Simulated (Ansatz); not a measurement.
# AlH₆OSi+ (SMILES [OH2+][AlH][SiH3]): a rigid scan of the bond length Si3–H7

How does the energy rise as the bond length Si3–H7 leaves its equilibrium value, and do density functionals follow CCSD(T)? No other atom is relaxed.

The runs use Ansatz 0.2.0, Gaussian basis; single points in def2-TZVPP.

Levels: PBE-D4, r2SCAN-D4, PBE0-D4, B3LYP-D4, wB97M-V, Hartree-Fock, MP2, CCSD, CCSD(T). The scan takes 1.215, 1.277, 1.369, 1.476, 1.594, 1.721, 1.857, 1.999, 2.148 Å.

Cores are frozen in the correlated methods. B3LYP uses VWN-RPA correlation.

156 further runs of the same task are left out: 156 set aside as unsound or not needed.

### Step 1. Starting geometry

SMILES `[OH2+][AlH][SiH3]`, 9 atoms, charge 1, spin multiplicity 1.

Atoms are counted from 1 here; the program's logs count them from 0.

Bond lengths: O1–Al2 1.888 Å, O1–H4 0.973 Å, O1–H5 0.979 Å, Al2–Si3 2.422 Å, Al2–H6 1.558 Å, Si3–H7 1.471 Å, Si3–H8 1.483 Å, Si3–H9 1.477 Å. Angles: Al2–O1–H4 137.4°, Al2–O1–H5 114.0°, H4–O1–H5 108.6°, O1–Al2–Si3 127.3°, O1–Al2–H6 85.6°, Si3–Al2–H6 147.1°, Al2–Si3–H7 110.0°, Al2–Si3–H8 105.6°, Al2–Si3–H9 108.6°, H7–Si3–H8 111.3°, H7–Si3–H9 111.7°, H8–Si3–H9 109.3°.

Coordinates:

```xyz
9

O    -1.4149    0.8854   -1.1322
Al    0.1467    0.7687   -0.0775
Si    1.0607   -1.2104    0.9790
H    -2.1091    0.2844   -1.4536
H    -1.6020    1.7858   -1.4682
H     0.2925    2.2976   -0.3371
H     2.5111   -1.0551    1.1671
H     0.7527   -2.3326    0.0602
H     0.3623   -1.4239    2.2623
```

### Step 2. Relaxation at PBE0-D4

Contents of relax/in.yaml:

```yaml
crystal:
  periodic: [false, false, false]
  atoms:
    - {symbol: O, position_ang: [-1.414890, 0.885400, -1.132200]}
    - {symbol: Al, position_ang: [0.146720, 0.768730, -0.077550]}
    - {symbol: Si, position_ang: [1.060730, -1.210350, 0.978970]}
    - {symbol: H, position_ang: [-2.109130, 0.284410, -1.453640]}
    - {symbol: H, position_ang: [-1.602030, 1.785800, -1.468210]}
    - {symbol: H, position_ang: [0.292510, 2.297650, -0.337050]}
    - {symbol: H, position_ang: [2.511070, -1.055100, 1.167110]}
    - {symbol: H, position_ang: [0.752680, -2.332610, 0.060230]}
    - {symbol: H, position_ang: [0.362330, -1.423940, 2.262340]}
basis:
  gaussian: {orbitals: def2-TZVP}
total_charge: 1
hamiltonian: {xc: pbe0, dispersion: d4}
relax: {f_tol: 0.005, max_steps: 200}
```

Launch:

```sh
$ ansatz run in.yaml --threads 2 --pin off --events-out ev --progress --plain --max-ram 4352MiB
```

After this run come: Reference energies at the minimum; Si3–H7 = 1.215 Å; Si3–H7 = 1.277 Å; Si3–H7 = 1.369 Å; Si3–H7 = 1.476 Å; Si3–H7 = 1.594 Å; Si3–H7 = 1.721 Å; Si3–H7 = 1.857 Å; Si3–H7 = 1.999 Å; Si3–H7 = 2.148 Å.

Q: Predict the outcome of this session. Wanted: highest point, CCSD(T); lowest point, CCSD(T); minimum along the scan, CCSD(T); RMS deviation from CCSD(T); largest T1 diagnostic.

As calculated:

| quantity | value |
| --- | --- |
| highest point, CCSD(T) | 40.2 kcal/mol at 2.148 Å |
| lowest point, CCSD(T) | 0.0 kcal/mol at 1.476 Å |
| minimum along the scan, CCSD(T) | 1.475 Å |
| curvature there | 18.4 eV/Å² |
| RMS deviation from CCSD(T) | PBE-D4 2.0, r2SCAN-D4 0.4, PBE0-D4 0.4, B3LYP-D4 0.4, wB97M-V 1.2, Hartree-Fock 2.7, MP2 1.6, CCSD 0.4 kcal/mol |
| largest T1 diagnostic | 0.015 |

**Reading.** A polynomial through the near points puts the CCSD(T) minimum 0.006 Å below the PBE0-D4 value. The well is lopsided: squeezing costs more than stretching by the same length. Curvature against CCSD(T): PBE-D4 -8 %, Hartree-Fock +7 %. The curve of r2SCAN-D4 lies nearest to CCSD(T), that of Hartree-Fock farthest. The restricted Hartree–Fock reference is unstable towards an unrestricted one at one or more of these structures.
